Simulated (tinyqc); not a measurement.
Worked calculation (part 1 of 2): CCD on RHF in the sto-6g basis, frozen core, for H2O, spin multiplicity 1. Computed by tinyqc, a small Python program that keeps every step (integrals from PySCF). Settings: charge = 0, multiplicity = 1, basis = sto-6g, method = RHF, frozen orbitals = 1, energy threshold = 1e-10, iteration cap = 90, orthogonalisation = canonical, start = core, DIIS depth = 6, amplitude equations = CCD, DIIS depth for amplitudes = 0, cap on updates = 66. Command: `OMP_NUM_THREADS=1 python tinyqc.py 27049 27050 out.jsonl` (the two numbers bound the seeds that draw the settings). One thread of a shared host (Intel(R) Xeon(R) Processor @ 2.60GHz), about 0.2 s of CPU time with the checks. The early iterations of the SCF are left out here.

## One-electron integrals

Geometry (angstrom):
```
atom        x         y        z
O     0.00000   0.00000  0.00000
H     0.00000   0.83200  0.66400
H     0.00000  -0.82400  0.65800
```

Basis sto-6g: exponents (1/bohr^2) and contraction coefficients of normalised primitives:
```
element  l (shell)    exponent  coefficient
O            s (1)  1355.58423      0.00916
O            s (1)   248.54489      0.04936
O            s (1)    69.53390      0.16854
O            s (1)    23.88677      0.37056
O            s (1)     9.27593      0.41649
O            s (1)     3.82034      0.13033
O            s (2)    52.18776     -0.01325
O            s (2)    10.32932     -0.04699
O            s (2)     3.21034     -0.03379
O            s (2)     1.23514      0.25024
O            s (2)     0.53642      0.59512
O            s (2)     0.24588      0.24071
O            p (3)    52.18776      0.00376
O            p (3)    10.32932      0.03768
O            p (3)     3.21034      0.17390
O            p (3)     1.23514      0.41804
O            p (3)     0.53642      0.42586
O            p (3)     0.24588      0.10171
H            s (1)    35.52322      0.00916
H            s (1)     6.51314      0.04936
H            s (1)     1.82214      0.16854
H            s (1)     0.62596      0.37056
H            s (1)     0.24308      0.41649
H            s (1)     0.10011      0.13033
```

Overlap, kinetic and nuclear-attraction integrals over the contracted functions; the nuclear repulsion is the sum of Za Zb / Rab.

nuclear repulsion = 8.3112026 hartree

overlap S:
```
          1O 1s    1O 2s   1O 2px    1O 2py   1O 2pz    2H 1s     3H 1s
1O 1s   1.00000  0.23114  0.00000   0.00000  0.00000  0.04332   0.04432
1O 2s   0.23114  1.00000  0.00000   0.00000  0.00000  0.40937   0.41540
1O 2px  0.00000  0.00000  1.00000   0.00000  0.00000  0.00000   0.00000
1O 2py  0.00000  0.00000  0.00000   1.00000  0.00000  0.27635  -0.27923
1O 2pz  0.00000  0.00000  0.00000   0.00000  1.00000  0.22055   0.22298
2H 1s   0.04332  0.40937  0.00000   0.27635  0.22055  1.00000   0.20435
3H 1s   0.04432  0.41540  0.00000  -0.27923  0.22298  0.20435   1.00000
```

kinetic energy T (hartree):
```
           1O 1s     1O 2s   1O 2px    1O 2py   1O 2pz     2H 1s     3H 1s
1O 1s   29.32720  -0.89602  0.00000   0.00000  0.00000  -0.00530  -0.00512
1O 2s   -0.89602   0.84262  0.00000   0.00000  0.00000   0.08213   0.08589
1O 2px   0.00000   0.00000  2.53131   0.00000  0.00000   0.00000   0.00000
1O 2py   0.00000   0.00000  0.00000   2.53131  0.00000   0.16187  -0.16680
1O 2pz   0.00000   0.00000  0.00000   0.00000  2.53131   0.12919   0.13319
2H 1s   -0.00530   0.08213  0.00000   0.16187  0.12919   0.76852  -0.00216
3H 1s   -0.00512   0.08589  0.00000  -0.16680  0.13319  -0.00216   0.76852
```

nuclear attraction V (hartree):
```
            1O 1s     1O 2s    1O 2px     1O 2py     1O 2pz     2H 1s     3H 1s
1O 1s   -62.25727  -6.38219   0.00000    0.00020   -0.01673  -1.36795  -1.40016
1O 2s    -6.38219  -9.99215   0.00000    0.00197   -0.19176  -3.18385  -3.24061
1O 2px    0.00000   0.00000  -9.92566    0.00000    0.00000   0.00000   0.00000
1O 2py    0.00020   0.00197   0.00000  -10.04674    0.00112  -1.90561   1.93354
1O 2pz   -0.01673  -0.19176   0.00000    0.00112  -10.00283  -1.57643  -1.59991
2H 1s    -1.36795  -3.18385   0.00000   -1.90561   -1.57643  -5.44074  -1.22593
3H 1s    -1.40016  -3.24061   0.00000    1.93354   -1.59991  -1.22593  -5.47363
```

core Hamiltonian H = T + V (hartree):
```
            1O 1s     1O 2s    1O 2px    1O 2py    1O 2pz     2H 1s     3H 1s
1O 1s   -32.93007  -7.27821   0.00000   0.00020  -0.01673  -1.37325  -1.40528
1O 2s    -7.27821  -9.14953   0.00000   0.00197  -0.19176  -3.10172  -3.15472
1O 2px    0.00000   0.00000  -7.39435   0.00000   0.00000   0.00000   0.00000
1O 2py    0.00020   0.00197   0.00000  -7.51543   0.00112  -1.74373   1.76674
1O 2pz   -0.01673  -0.19176   0.00000   0.00112  -7.47152  -1.44724  -1.46671
2H 1s    -1.37325  -3.10172   0.00000  -1.74373  -1.44724  -4.67222  -1.22808
3H 1s    -1.40528  -3.15472   0.00000   1.76674  -1.46671  -1.22808  -4.70511
```

## Two-electron integrals

Functions are numbered as in S; the eight-fold symmetry (ij|kl) = (ji|kl) = (kl|ij) leaves the list below.

Two-electron integrals (ij|kl) in chemists' order, unique and non-zero (hartree):
```
(11|11) 4.78749    (21|11) 0.67588    (21|21) 0.12150    (22|11) 1.11738
(22|21) 0.24921    (22|22) 0.81738    (31|31) 0.02576    (32|31) 0.03914
(32|32) 0.18066    (33|11) 1.11738    (33|21) 0.24921    (33|22) 0.81738
(33|33) 0.88066    (41|41) 0.02576    (42|41) 0.03914    (42|42) 0.18066
(43|43) 0.04746    (44|11) 1.11738    (44|21) 0.24921    (44|22) 0.81738
(44|33) 0.78574    (44|44) 0.88066    (51|51) 0.02576    (52|51) 0.03914
(52|52) 0.18066    (53|53) 0.04746    (54|54) 0.04746    (55|11) 1.11738
(55|21) 0.24921    (55|22) 0.81738    (55|33) 0.78574    (55|44) 0.78574
(55|55) 0.88066    (61|11) 0.13496    (61|21) 0.02326    (61|22) 0.04668
(61|33) 0.04658    (61|41) 0.00089    (61|42) 0.00174    (61|44) 0.04676
(61|51) 0.00071    (61|52) 0.00139    (61|54) 0.00015    (61|55) 0.04669
(61|61) 0.00454    (62|11) 0.33455    (62|21) 0.07569    (62|22) 0.27568
(62|33) 0.27106    (62|41) 0.00474    (62|42) 0.03533    (62|44) 0.27953
(62|51) 0.00379    (62|52) 0.02819    (62|54) 0.00676    (62|55) 0.27646
(62|61) 0.01457    (62|62) 0.11671    (63|31) 0.00832    (63|32) 0.04714
(63|43) 0.00725    (63|53) 0.00579    (63|63) 0.01631    (64|11) 0.19123
(64|21) 0.04387    (64|22) 0.17042    (64|33) 0.16279    (64|41) 0.01072
(64|42) 0.06765    (64|44) 0.18241    (64|51) 0.00191    (64|52) 0.01637
(64|54) 0.00987    (64|55) 0.16605    (64|61) 0.00882    (64|62) 0.08771
(64|64) 0.08148    (65|11) 0.15261    (65|21) 0.03501    (65|22) 0.13601
(65|33) 0.12992    (65|41) 0.00191    (65|42) 0.01637    (65|44) 0.13400
(65|51) 0.00985    (65|52) 0.06020    (65|54) 0.01051    (65|55) 0.14410
(65|61) 0.00704    (65|62) 0.07000    (65|64) 0.05201    (65|65) 0.05782
(66|11) 0.48483    (66|21) 0.11174    (66|22) 0.46612    (66|33) 0.44771
(66|41) 0.00890    (66|42) 0.09119    (66|44) 0.48144    (66|51) 0.00711
(66|52) 0.07278    (66|54) 0.02692    (66|55) 0.46920    (66|61) 0.02172
(66|62) 0.25259    (66|64) 0.21657    (66|65) 0.17284    (66|66) 0.77500
(71|11) 0.13813    (71|21) 0.02380    (71|22) 0.04777    (71|33) 0.04767
(71|41) -0.00091   (71|42) -0.00178   (71|44) 0.04785    (71|51) 0.00073
(71|52) 0.00142    (71|54) -0.00015   (71|55) 0.04778    (71|61) 0.00458
(71|62) 0.01442    (71|64) 0.00797    (71|65) 0.00697    (71|66) 0.02124
(71|71) 0.00475    (72|11) 0.34056    (72|21) 0.07704    (72|22) 0.28038
(72|33) 0.27569    (72|41) -0.00483   (72|42) -0.03585   (72|44) 0.28428
(72|51) 0.00385    (72|52) 0.02863    (72|54) -0.00686   (72|55) 0.28117
(72|61) 0.01434    (72|62) 0.09558    (72|64) 0.04971    (72|65) 0.05572
(72|66) 0.16833    (72|71) 0.01518    (72|72) 0.12042    (73|31) 0.00850
(73|32) 0.04804    (73|43) -0.00737   (73|53) 0.00588    (73|63) 0.01294
(73|73) 0.01689    (74|11) -0.19394   (74|21) -0.04449   (74|22) -0.17269
(74|33) -0.16494   (74|41) 0.01093    (74|42) 0.06880    (74|44) -0.18486
(74|51) -0.00194   (74|52) -0.01658   (74|54) 0.01002    (74|55) -0.16825
(74|61) -0.00789   (74|62) -0.04944   (74|64) -0.01332   (74|65) -0.02821
(74|66) -0.07809   (74|71) -0.00916   (74|72) -0.09017   (74|74) 0.08365
(75|11) 0.15487    (75|21) 0.03553    (75|22) 0.13790    (75|33) 0.13172
(75|41) -0.00194   (75|42) -0.01658   (75|44) 0.13585    (75|51) 0.01005
(75|52) 0.06128    (75|54) -0.01067   (75|55) 0.14612    (75|61) 0.00691
(75|62) 0.05560    (75|64) 0.02829    (75|65) 0.04482    (75|66) 0.10697
(75|71) 0.00731    (75|72) 0.07201    (75|74) -0.05332   (75|75) 0.05946
(76|11) 0.12155    (76|21) 0.02779    (76|22) 0.10979    (76|33) 0.10723
(76|41) 5.75e-06   (76|42) 0.00006    (76|44) 0.10928    (76|51) 0.00218
(76|52) 0.01927    (76|54) 1.66e-05   (76|55) 0.11285    (76|61) 0.00530
(76|62) 0.04636    (76|64) 0.03017    (76|65) 0.03126    (76|66) 0.10459
(76|71) 0.00542    (76|72) 0.04700    (76|74) -0.03041   (76|75) 0.03162
(76|76) 0.02285    (77|11) 0.48892    (77|21) 0.11266    (77|22) 0.46943
(77|33) 0.45084    (77|41) -0.00902   (77|42) -0.09204   (77|44) 0.48490
(77|51) 0.00721    (77|52) 0.07350    (77|54) -0.02720   (77|55) 0.47256
(77|61) 0.02093    (77|62) 0.16666    (77|64) 0.07770    (77|65) 0.10617
(77|66) 0.31582    (77|71) 0.02242    (77|72) 0.25735    (77|74) -0.21990
(77|75) 0.17560    (77|76) 0.10459    (77|77) 0.77500
```

## Orthogonalisation

S = U s U^T; canonical form X = U s^(-1/2), so that X^T S X = 1. Each column of U has its largest component positive (the first on a tie).

eigenvalues of S: 0.40822  0.49204  0.88660  1.00000  1.09634  1.30373  1.81308

X:
```
               1         2         3        4         5         6         7
1O 1s   -0.31871  -0.01486   0.74424  0.00000  -0.61757   0.00131   0.16472
1O 2s    1.07449   0.03888  -0.30177  0.00000  -0.30931   0.00217   0.43452
1O 2px   0.00000   0.00000   0.00000  1.00000   0.00000   0.00000   0.00000
1O 2py  -0.03757   0.87134   0.00061  0.00000  -0.00118   0.69285  -0.00302
1O 2pz   0.51082   0.01855   0.65352  0.00000   0.63051   0.00164   0.20848
2H 1s   -0.64490  -0.82240  -0.16809  0.00000   0.13746   0.38199   0.37974
3H 1s   -0.71787   0.77118  -0.16611  0.00000   0.13645  -0.37559   0.38462
```

## Starting guess

The start is the orbitals of the core Hamiltonian; D = 2 C_occ C_occ^T.

D at the start:
```
           1O 1s     1O 2s   1O 2px    1O 2py    1O 2pz     2H 1s     3H 1s
1O 1s    2.12482  -0.56764  0.00000   0.00082  -0.04384   0.07469   0.07625
1O 2s   -0.56764   2.56970  0.00000  -0.00581   0.26720  -0.32677  -0.33413
1O 2px   0.00000   0.00000  2.00000   0.00000   0.00000   0.00000   0.00000
1O 2py   0.00082  -0.00581  0.00000   2.28171  -0.00295  -0.31370   0.31893
1O 2pz  -0.04384   0.26720  0.00000  -0.00295   2.15279  -0.21640  -0.22049
2H 1s    0.07469  -0.32677  0.00000  -0.31370  -0.21640   0.10061   0.01459
3H 1s    0.07625  -0.33413  0.00000   0.31893  -0.22049   0.01459   0.10400
```

## Iteration 8 (converged): orbitals

converged F (hartree):
```
            1O 1s     1O 2s    1O 2px    1O 2py    1O 2pz     2H 1s     3H 1s
1O 1s   -20.51682  -4.96420   0.00000   0.00020  -0.02607  -0.93804  -0.95978
1O 2s    -4.96420  -2.31675   0.00000   0.00212  -0.08905  -0.84568  -0.85970
1O 2px    0.00000   0.00000  -0.39438   0.00000   0.00000   0.00000   0.00000
1O 2py    0.00020   0.00212   0.00000  -0.26195   0.00235  -0.36439   0.36761
1O 2pz   -0.02607  -0.08905   0.00000   0.00235  -0.30243  -0.33917  -0.34199
2H 1s    -0.93804  -0.84568   0.00000  -0.36439  -0.33917  -0.45557  -0.29256
3H 1s    -0.95978  -0.85970   0.00000   0.36761  -0.34199  -0.29256  -0.46593
```

Diagonalise F' = X^T F X, C = X C', fill 5 alpha and 5 beta electrons from the bottom; D = 2 C_occ C_occ^T. Each column has its largest component positive (the first on a tie).

F' = X^T F X (hartree):
```
          1         2         3         4         5         6         7
1  -0.07815  -0.03837   2.02351   0.00000  -1.53489  -0.00179   0.33725
2  -0.03837   0.60313   0.11043   0.00000  -0.09086   0.10610   0.02552
3   2.02351   0.11043  -9.05809   0.00000   8.97840  -0.02202  -3.85511
4   0.00000   0.00000   0.00000  -0.39438   0.00000   0.00000   0.00000
5  -1.53489  -0.09086   8.97840   0.00000  -9.68886   0.02435   4.16866
6  -0.00179   0.10610  -0.02202   0.00000   0.02435  -0.55827  -0.00972
7   0.33725   0.02552  -3.85511   0.00000   4.16866  -0.00972  -2.86988
```

orbital energies (hartree): MO1 -20.51984, MO2 -1.23270, MO3 -0.56781, MO4 -0.45006, MO5 -0.39438, MO6 0.50529, MO7 0.61499

coefficients C:
```
             MO1       MO2       MO3       MO4      MO5       MO6       MO7
1O 1s    0.99680  -0.22576  -0.00177   0.09011  0.00000   0.10728   0.00506
1O 2s    0.01468   0.87454   0.01005  -0.49753  0.00000  -0.71943  -0.03673
1O 2px   0.00000   0.00000   0.00000   0.00000  1.00000   0.00000   0.00000
1O 2py  -0.00004  -0.00214   0.61151   0.00582  0.00000  -0.03706   0.93023
1O 2pz   0.00262   0.09828  -0.00765   0.75205  0.00000  -0.74367  -0.03216
2H 1s   -0.00302   0.14291   0.44718   0.32278  0.00000   0.75948  -0.72669
3H 1s   -0.00309   0.14625  -0.45086   0.31267  0.00000   0.70301   0.79284
```

D after iteration 8:
```
           1O 1s     1O 2s   1O 2px    1O 2py    1O 2pz     2H 1s     3H 1s
1O 1s    2.10539  -0.45531  0.00000  -0.00023   0.09640  -0.01395  -0.01425
1O 2s   -0.45531   2.02533  0.00000   0.00276  -0.57651  -0.06233  -0.06448
1O 2px   0.00000   0.00000  2.00000   0.00000   0.00000   0.00000   0.00000
1O 2py  -0.00023   0.00276  0.00000   0.74796  -0.00101   0.55006  -0.54839
1O 2pz   0.09640  -0.57651  0.00000  -0.00101   1.15061   0.50674   0.50592
2H 1s   -0.01395  -0.06233  0.00000   0.55006   0.50674   0.64919  -0.15957
3H 1s   -0.01425  -0.06448  0.00000  -0.54839   0.50592  -0.15957   0.64488
```

## Convergence

Stop when the energy changes by less than 1e-10 hartree and every element of the error matrix X^T (F D S - S D F) X is below 3e-06.

Course of the cycle:
```
iteration  E (hartree)     change  largest element of the error matrix
1          -73.9931960          -                             8.41e-01
2          -75.5944913  -1.60e+00                             2.94e-01
3          -75.6677771  -7.33e-02                             4.62e-02
4          -75.6700762  -2.30e-03                             1.00e-02
5          -75.6702030  -1.27e-04                             2.59e-03
6          -75.6702185  -1.55e-05                             2.47e-04
7          -75.6702185  -7.57e-08                             1.75e-06
8          -75.6702185  -4.43e-12                             2.74e-07
```

PySCF RHF in the same basis = -75.6702185 hartree

Converged in 8 iterations.

## Populations, bond orders and dipole

Mulliken: Z minus the diagonal of D S on the atom; Loewdin: the same with S^(1/2) D S^(1/2); Mayer order: 2 sum_s sum (D(s) S)_ij (D(s) S)_ji over the two atoms.

Charges (e):
```
atom  Mulliken   Loewdin
1O    -0.29498  -0.21370
2H     0.14577   0.10589
3H     0.14921   0.10782
```

Mayer bond orders:
```
pair    order
2-1   0.96984
3-1   0.96883
3-2   0.00891
```

dipole moment about the origin, x y z (debye): 0.00000  -0.00625  1.63731

## Integrals over molecular orbitals

(pq|rs) = sum C_ip C_jq C_kr C_ls (ij|kl), one index at a time.

one-electron integrals over orbitals h = C^T H C (hartree):
```
           1         2         3         4         5         6         7
1  -32.91721   0.57420   0.00451  -0.22211   0.00000  -0.27766  -0.01319
2    0.57420  -7.63766  -0.00603   0.51731   0.00000   1.28959   0.06286
3    0.00451  -0.00603  -6.13449   0.01578   0.00000   0.06931  -1.74971
4   -0.22211   0.51731   0.01578  -6.73292   0.00000   1.24389   0.02963
5    0.00000   0.00000   0.00000   0.00000  -7.39435   0.00000   0.00000
6   -0.27766   1.28959   0.06931   1.24389   0.00000  -5.34830   0.00715
7   -0.01319   0.06286  -1.74971   0.02963   0.00000   0.00715  -5.54434
```

Two-electron integrals over orbitals (pq|rs), unique and non-zero (hartree); the lowest 1 orbital is frozen and left out:
```
(22|22) 0.72679     (32|22) -0.00092    (32|32) 0.13454     (33|22) 0.62635
(33|32) 0.00028     (33|33) 0.60745     (42|22) -0.01655    (42|32) -0.00040
(42|33) 0.00419     (42|42) 0.12925     (43|22) -0.00148    (43|32) 0.02533
(43|33) -0.00096    (43|42) 0.00174     (43|43) 0.05325     (44|22) 0.66796
(44|32) 0.00175     (44|33) 0.57779     (44|42) -0.09804    (44|43) -0.00149
(44|44) 0.72723     (52|52) 0.14903     (53|52) 0.00089     (53|53) 0.02726
(54|52) -0.04519    (54|53) -0.00049    (54|54) 0.05068     (55|22) 0.75411
(55|32) 0.00102     (55|33) 0.61183     (55|42) -0.07791    (55|43) -0.00207
(55|44) 0.70344     (55|55) 0.88066     (62|22) -0.13738    (62|32) -0.00241
(62|33) -0.07068    (62|42) -0.02813    (62|43) 0.00126     (62|44) -0.07127
(62|55) -0.14797    (62|62) 0.09789     (63|22) -0.00676    (63|32) 0.03718
(63|33) -0.00419    (63|42) 0.00292     (63|43) 0.03497     (63|44) -0.00460
(63|55) -0.00795    (63|62) 0.00386     (63|63) 0.07328     (64|22) -0.11706
(64|32) 0.00276     (64|33) -0.04722    (64|42) 0.04525     (64|43) 0.00212
(64|44) -0.12996    (64|55) -0.13940    (64|62) 0.06065     (64|63) 0.00639
(64|64) 0.08896     (65|52) -0.05347    (65|53) -0.00118    (65|54) -0.00357
(65|65) 0.03547     (66|22) 0.60240     (66|32) 0.00674     (66|33) 0.55805
(66|42) 0.05091     (66|43) 0.00474     (66|44) 0.54845     (66|55) 0.58330
(66|62) -0.09567    (66|63) 0.00344     (66|64) -0.04965    (66|66) 0.59098
(72|22) -0.00679    (72|32) 0.05045     (72|33) -0.00234    (72|42) -4.62e-05
(72|43) -0.03199    (72|44) -0.00440    (72|55) -0.00721    (72|62) 0.00168
(72|63) -0.03160    (72|64) 0.00334     (72|66) -0.00459    (72|72) 0.06607
(73|22) 0.15654     (73|32) 0.00344     (73|33) 0.08960     (73|42) -0.07850
(73|43) 2.07e-05    (73|44) 0.14728     (73|55) 0.19825     (73|62) -0.07135
(73|63) -0.00284    (73|64) -0.09465    (73|66) 0.04269     (73|72) -0.00465
(73|73) 0.15796     (74|22) -0.00220    (74|32) -0.07437    (74|33) -0.00134
(74|42) 0.00026     (74|43) -0.00894    (74|44) -0.00369    (74|55) -0.00323
(74|62) 0.00274     (74|63) -0.05136    (74|64) -0.00098    (74|66) -0.00644
(74|72) -0.01670    (74|73) -0.00489    (74|74) 0.07055     (75|52) -0.00255
(75|53) 0.02381     (75|54) 0.00019     (75|65) 0.00051     (75|75) 0.02469
(76|22) 0.00082     (76|32) -0.08945    (76|33) -0.00075    (76|42) 0.00224
(76|43) -0.05804    (76|44) -0.00258    (76|55) -0.00067    (76|62) -0.00127
(76|63) -0.06534    (76|64) -0.00350    (76|66) -0.00768    (76|72) 0.00596
(76|73) -0.00505    (76|74) 0.06027     (76|76) 0.11382     (77|22) 0.61315
(77|32) -0.00769    (77|33) 0.59157     (77|42) -0.01648    (77|43) -0.00518
(77|44) 0.58706     (77|55) 0.61246     (77|62) -0.06439    (77|63) -0.00929
(77|64) -0.04709    (77|66) 0.55642     (77|72) -0.00286    (77|73) 0.09221
(77|74) 0.00435     (77|76) 0.00790     (77|77) 0.60341
```

## CCD: starting amplitudes

t_ij^ab = <ij||ab> / (e_i + e_j - e_a - e_b), whose energy is MP2.

Starting amplitudes (spin orbitals 1a, 1b, ...; amplitudes related by a flip of all spins are not repeated; the 24 largest):
```
from      to         t
3a 3b  7a 7b  -0.06677
4a 4b  6a 6b  -0.04656
3a 4b  6b 7a  -0.04427
3a 3b  6a 6b  -0.03414
4a 4b  7a 7b  -0.03312
2a 2b  6a 6b  -0.02816
2a 3b  6a 7b   0.02443
3a 4b  6a 7b   0.02402
2a 4b  6a 6b  -0.02252
3a 4a  6a 7a  -0.02025
5a 5b  6a 6b  -0.01971
2a 2b  7a 7b  -0.01788
2a 3a  6a 7a   0.01361
5a 5b  7a 7b  -0.01223
2a 3b  6b 7a  -0.01082
2a 4b  7a 7b   0.00573
3a 4b  6a 6b  -0.00315
3a 4b  7a 7b   0.00218
2a 3b  7a 7b   0.00153
2a 3b  6a 6b  -0.00137
3a 3b  6a 7b   0.00126
2a 4b  6b 7a   0.00119
2a 4b  6a 7b  -0.00098
4a 4b  6a 7b   0.00048
```

correlation energy = -0.0453520 hartree

## CCD: amplitude update 1

t_ij^ab D_ij^ab are set to the remaining terms of the spin-orbital equations, evaluated with the old amplitudes; for the doubles these are <ij||ab> + 1/2 <ab||ef> t_ij^ef + 1/2 <mn||ij> t_mn^ab + P(ij)P(ab) <mb||ej> t_im^ae + terms in t^2, D the orbital-energy denominators.

Amplitudes after update 1 (spin orbitals 1a, 1b, ...; amplitudes related by a flip of all spins are not repeated; the 24 largest):
```
from      to         t
3a 3b  7a 7b  -0.08494
4a 4b  6a 6b  -0.05883
3a 4b  6b 7a  -0.05720
3a 3b  6a 6b  -0.04715
4a 4b  7a 7b  -0.04399
3a 4b  6a 7b   0.03685
2a 2b  6a 6b  -0.03178
2a 4b  6a 6b  -0.03166
2a 3b  6a 7b   0.03054
5a 5b  6a 6b  -0.02429
3a 4a  6a 7a  -0.02035
2a 2b  7a 7b  -0.01938
2a 3b  6b 7a  -0.01744
5a 5b  7a 7b  -0.01324
2a 3a  6a 7a   0.01311
2a 4b  7a 7b   0.00483
3a 4b  6a 6b  -0.00444
3a 4b  7a 7b   0.00300
2a 3b  7a 7b   0.00209
2a 3b  6a 6b  -0.00185
3a 3b  6a 7b   0.00147
2a 4b  6b 7a   0.00145
2a 4b  6a 7b  -0.00126
4a 4b  6a 7b   0.00084
```

correlation energy = -0.0578178 hartree
